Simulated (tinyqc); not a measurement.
MP2 on RHF in the sto-6g basis, frozen core, for CH3-, spin multiplicity 1, step by step. The basis has no diffuse functions, so it cannot describe the extra electron: this is an exercise in the method, not the real anion. One step of it, computed by the program tinyqc.

Problem. Second-order Moller-Plesset energy. E2 = sum_ijab (ia|jb) [2 (ia|jb) - (ib|ja)] / (e_i + e_j - e_a - e_b) over occupied i, j and virtual a, b; the opposite-spin part is (ia|jb)^2 / denominator, the rest is same-spin, and SCS-MP2 scales them by 6/5 and 1/3.

orbital energies (hartree): MO1 -10.548569, MO2 -0.386412, MO3 -0.083097, MO4 -0.082914, MO5 0.216313, MO6 0.948811, MO7 1.140031, MO8 1.140463

Two-electron integrals over orbitals (pq|rs), unique and non-zero (hartree); the lowest 1 orbital is frozen and left out:
```
(22|22) 0.481253    (32|22) 0.000016    (32|32) 0.121257    (33|22) 0.458225
(33|32) 0.069573    (33|33) 0.510420    (42|42) 0.121199    (43|42) -0.069600
(43|43) 0.055711    (44|22) 0.458189    (44|32) -0.069618   (44|33) 0.399085
(44|44) 0.510452    (52|22) -0.003029   (52|32) -3.93e-07   (52|33) -0.001656
(52|44) -0.001655   (52|52) 0.081783    (53|22) -4.38e-07   (53|32) -0.001720
(53|33) -0.002014   (53|44) 0.002015    (53|52) 2.81e-06    (53|53) 0.016898
(54|42) -0.001717   (54|43) 0.002014    (54|54) 0.016895    (55|22) 0.519097
(55|32) 0.000012    (55|33) 0.457962    (55|44) 0.457942    (55|52) 0.016981
(55|53) 9.94e-07    (55|55) 0.674103    (62|22) 0.070274    (62|32) -3.85e-06
(62|33) 0.031918    (62|44) 0.031955    (62|52) -0.002109   (62|53) 2.01e-06
(62|55) 0.141108    (62|62) 0.083130    (63|22) 0.000006    (63|32) -0.047424
(63|33) -0.047249   (63|44) 0.047281    (63|52) 2.78e-06    (63|53) 0.002525
(63|55) 0.000033    (63|62) 0.000055    (63|63) 0.066995    (64|42) -0.047337
(64|43) 0.047247    (64|54) 0.002523    (64|64) 0.066922    (65|22) -0.008083
(65|32) 3.53e-06    (65|33) -0.003014   (65|44) -0.003018   (65|52) 0.071658
(65|53) 0.000008    (65|55) 0.001536    (65|62) -0.010188   (65|63) -2.90e-06
(65|65) 0.069509    (66|22) 0.465177    (66|32) 0.000097    (66|33) 0.451352
(66|44) 0.451225    (66|52) -0.010559   (66|53) -2.68e-06   (66|55) 0.498507
(66|62) 0.051981    (66|63) -0.000044   (66|65) -0.013854   (66|66) 0.472943
(72|42) 0.012459    (72|43) 0.017426    (72|54) 0.003200    (72|64) 0.044217
(72|72) 0.054100    (73|42) 0.045322    (73|43) -0.024363   (73|54) -0.001561
(73|64) -0.032317   (73|72) -0.005842   (73|73) 0.032585    (74|22) 0.069419
(74|32) 0.045342    (74|33) 0.059973    (74|44) 0.011268    (74|52) 0.005782
(74|53) -0.001562   (74|55) 0.123963    (74|62) 0.077626    (74|63) -0.032326
(74|65) -0.002342   (74|66) 0.045372    (74|74) 0.110274    (75|42) 0.007507
(75|43) -0.003695   (75|54) 0.018102    (75|64) -0.002505   (75|72) 0.002781
(75|73) 0.002675    (75|75) 0.025796    (76|42) 0.107248    (76|43) -0.060401
(76|54) -0.001968   (76|64) -0.043191   (76|72) 0.012160    (76|73) 0.045406
(76|75) 0.006577    (76|76) 0.108412    (77|22) 0.500316    (77|32) -0.025125
(77|33) 0.442393    (77|44) 0.508145    (77|52) 0.003827    (77|53) 0.001759
(77|55) 0.544255    (77|62) 0.084481    (77|63) 0.034150    (77|65) -0.002821
(77|66) 0.493725    (77|74) 0.080422    (77|77) 0.579815    (82|22) -0.000041
(82|32) 0.012451    (82|33) -0.017438   (82|44) 0.017394    (82|52) 1.21e-06
(82|53) 0.003201    (82|55) -0.000061   (82|62) -3.46e-06   (82|63) 0.044219
(82|65) 3.86e-06    (82|66) -0.000032   (82|74) -0.005875   (82|77) 0.025602
(82|82) 0.054094    (83|22) 0.069426    (83|32) -0.045280   (83|33) 0.011348
(83|44) 0.059970    (83|52) 0.005783    (83|53) 0.001561    (83|55) 0.123976
(83|62) 0.077641    (83|63) 0.032335    (83|65) -0.002345   (83|66) 0.045298
(83|74) 0.048054    (83|77) 0.091743    (83|82) 0.005801    (83|83) 0.110222
(84|42) 0.045327    (84|43) -0.024375   (84|54) -0.001563   (84|64) -0.032340
(84|72) -0.005865   (84|73) 0.029666    (84|75) 0.002675    (84|76) 0.045413
(84|84) 0.032601    (85|22) 3.49e-06    (85|32) 0.007512    (85|33) 0.003696
(85|44) -0.003696   (85|52) -0.000029   (85|53) 0.018103    (85|55) -1.66e-06
(85|62) 3.68e-06    (85|63) -0.002512   (85|65) -0.000019   (85|66) 0.000011
(85|74) 0.002677    (85|77) -0.000694   (85|82) 0.002781    (85|83) -0.002673
(85|85) 0.025798    (86|22) 0.000020    (86|32) 0.107308    (86|33) 0.060405
(86|44) -0.060436   (86|52) 3.95e-06    (86|53) -0.001972   (86|55) 0.000011
(86|62) -1.08e-06   (86|63) -0.043302   (86|65) 0.000007    (86|66) 0.000098
(86|74) 0.045434    (86|77) -0.022055   (86|82) 0.012122    (86|83) -0.045365
(86|85) 0.006581    (86|86) 0.108477    (87|42) -0.025173   (87|43) 0.032922
(87|54) 0.001759    (87|64) 0.034142    (87|72) 0.025644    (87|73) -0.005687
(87|75) -0.000697   (87|76) -0.022082   (87|84) -0.005700   (87|87) 0.034230
(88|22) 0.500350    (88|32) 0.025049    (88|33) 0.508117    (88|44) 0.442439
(88|52) 0.003828    (88|53) -0.001756   (88|55) 0.544287    (88|62) 0.084451
(88|63) -0.034069   (88|65) -0.002819   (88|66) 0.493800    (88|74) 0.091714
(88|77) 0.511452    (88|82) -0.025690   (88|83) 0.080506    (88|85) 0.000690
(88|86) 0.021991    (88|88) 0.579839
```

Hartree-Fock energy = -39.15964536 hartree

Give: Terms; Pair energies; MP2 correlation energy; SCS-MP2 correlation energy; MP2 total energy.

Solution.

Terms (the 40 largest of 74):
```
i  j  a  b  (ia|jb)  (ib|ja)  denominator       term
4  4  7  7    0.110    0.110       -2.446  -4.97e-03
3  3  8  8    0.110    0.110       -2.447  -4.96e-03
3  2  8  6    0.078    0.044       -2.559  -3.37e-03
2  3  6  8    0.078    0.044       -2.559  -3.37e-03
4  2  7  6    0.078    0.044       -2.558  -3.37e-03
2  4  6  7    0.078    0.044       -2.558  -3.37e-03
5  5  6  6    0.070    0.070       -1.465  -3.30e-03
2  2  6  6    0.083    0.083       -2.670  -2.59e-03
3  3  6  6    0.067    0.067       -2.064  -2.17e-03
4  4  6  6    0.067    0.067       -2.063  -2.17e-03
3  4  8  7    0.048    0.030       -2.447  -1.31e-03
4  3  7  8    0.048    0.030       -2.447  -1.31e-03
2  2  7  7    0.054    0.054       -3.053  -9.59e-04
2  2  8  8    0.054    0.054       -3.054  -9.58e-04
4  4  6  8   -0.032   -0.032       -2.255  -4.64e-04
4  4  8  6   -0.032   -0.032       -2.255  -4.64e-04
3  4  6  7   -0.032   -0.032       -2.255  -4.64e-04
4  3  7  6   -0.032   -0.032       -2.255  -4.64e-04
3  3  6  8    0.032    0.032       -2.255  -4.64e-04
3  3  8  6    0.032    0.032       -2.255  -4.64e-04
3  4  7  6   -0.032   -0.032       -2.255  -4.63e-04
4  3  6  7   -0.032   -0.032       -2.255  -4.63e-04
4  4  8  8    0.033    0.033       -2.447  -4.34e-04
3  3  7  7    0.033    0.033       -2.446  -4.34e-04
5  5  7  7    0.026    0.026       -1.847  -3.60e-04
5  5  8  8    0.026    0.026       -1.848  -3.60e-04
2  4  7  6    0.044    0.078       -2.558  -1.87e-04
4  2  6  7    0.044    0.078       -2.558  -1.87e-04
3  2  6  8    0.044    0.078       -2.559  -1.87e-04
2  3  8  6    0.044    0.078       -2.559  -1.87e-04
4  3  8  7    0.030    0.048       -2.447  -1.37e-04
3  4  7  8    0.030    0.048       -2.447  -1.37e-04
5  2  6  6   -0.010   -0.010       -2.068  -5.02e-05
2  5  6  6   -0.010   -0.010       -2.068  -5.02e-05
4  2  7  8   -0.006   -0.006       -2.750  -1.26e-05
2  4  8  7   -0.006   -0.006       -2.750  -1.26e-05
4  2  8  7   -0.006   -0.006       -2.750  -1.25e-05
2  4  7  8   -0.006   -0.006       -2.750  -1.25e-05
3  2  7  7   -0.006   -0.006       -2.750  -1.24e-05
2  3  7  7   -0.006   -0.006       -2.750  -1.24e-05
```

Pair energies (hartree; pair i-j sums ij and ji):
```
pair  opposite spin  same spin
2-2       -4.50e-03          0
3-2          -0.006  -8.73e-04
3-3          -0.009          0
4-2          -0.006  -8.73e-04
4-3       -4.46e-03  -2.76e-04
4-4          -0.009          0
5-2       -1.13e-04          0
5-3       -2.54e-05  -2.85e-08
5-4       -2.54e-05  -2.75e-08
5-5       -4.02e-03          0
```

MP2 correlation energy = -0.04475 hartree

SCS-MP2 correlation energy = -0.05195 hartree

MP2 total energy = -39.20440 hartree
